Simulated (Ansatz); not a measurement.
**C₂H₆FNO: small, medium and large basis sets**

One table from this session's results is given with a row withheld; the runs are named, their logs left out.

The runs use Ansatz 0.2.0, Gaussian basis; one geometry, several basis sets.

Levels to be run: PBE0-D4/def2-SVP; ωB97M-V/def2-SVP; PBE0-D4/def2-QZVPP; ωB97M-V/def2-QZVPP; the functionals' def2-TZVPP values are taken from earlier runs.

## The geometry

An earlier PBE0-D4 in a triple-zeta def2 set relaxation fixed the geometry.

SMILES `COC(N)F`, 11 atoms, charge 0, spin multiplicity 1.

Atoms are counted from 1 here; the program's logs count them from 0.

Bond lengths: C1–O2 1.412 Å, C1–H6 1.097 Å, C1–H7 1.093 Å, C1–H8 1.089 Å, O2–C3 1.363 Å, C3–N4 1.400 Å, C3–F5 1.414 Å, C3–H9 1.098 Å, N4–H10 1.010 Å, N4–H11 1.012 Å. Angles: O2–C1–H6 110.9°, O2–C1–H7 111.4°, O2–C1–H8 106.7°, H6–C1–H7 109.2°, H6–C1–H8 109.1°, H7–C1–H8 109.6°, C1–O2–C3 114.2°, O2–C3–N4 108.4°, O2–C3–F5 108.4°, O2–C3–H9 112.7°, N4–C3–F5 112.2°, N4–C3–H9 111.3°, F5–C3–H9 103.8°, C3–N4–H10 111.3°, C3–N4–H11 110.6°, H10–N4–H11 110.0°.

Set-up of the first run:

File in.yaml:

```yaml
crystal:
  periodic: [false, false, false]
  atoms:
    - {symbol: C, position_ang: [-1.581368, 0.362376, 0.406793]}
    - {symbol: O, position_ang: [-0.555684, -0.548677, 0.073699]}
    - {symbol: C, position_ang: [0.680174, 0.016874, -0.033938]}
    - {symbol: N, position_ang: [1.616981, -1.003353, -0.239429]}
    - {symbol: F, position_ang: [0.656172, 0.942878, -1.102567]}
    - {symbol: H, position_ang: [-1.346685, 0.891060, 1.338696]}
    - {symbol: H, position_ang: [-1.739989, 1.092627, -0.390365]}
    - {symbol: H, position_ang: [-2.486778, -0.225089, 0.549146]}
    - {symbol: H, position_ang: [0.943164, 0.629547, 0.838877]}
    - {symbol: H, position_ang: [2.539428, -0.626268, -0.402777]}
    - {symbol: H, position_ang: [1.339882, -1.588976, -1.017333]}
basis:
  gaussian: {orbitals: def2-SVP}
hamiltonian: {xc: pbe0, dispersion: d4}
output: {orbitals: {seedname: orbitals}}
```

Run with:

```bash
$ ansatz run in.yaml --threads 4 --pin off --events-out ev --progress --plain --max-ram 10444MiB
```

Steps of the session up to this table: PBE0-D4 in def2-SVP; ωB97M-V in def2-SVP; PBE0-D4 in def2-QZVPP; ωB97M-V in def2-QZVPP.

One of the session's tables, all rows but one given; the rest of the session is left out.

It belongs to the step «Functionals by basis». 

| functional | basis | HOMO (eV) | LUMO (eV) |
| --- | --- | --- | --- |
| PBE0-D4 | def2-SVP | -7.60 | 2.16 |
| PBE0-D4 | def2-TZVPP | -7.87 | 1.40 |
| PBE0-D4 | def2-QZVPP | -7.93 | 0.90 |
| ωB97M-V | def2-SVP | -10.04 | 3.83 |
| ωB97M-V | def2-TZVPP | -10.32 | 2.78 |
| ωB97M-V | def2-QZVPP | ? | ? |

Estimate the missing values for ωB97M-V, def2-QZVPP.

The run gave: HOMO (eV): -10.38; LUMO (eV): 2.02. In the column «HOMO (eV)» it is the lowest.
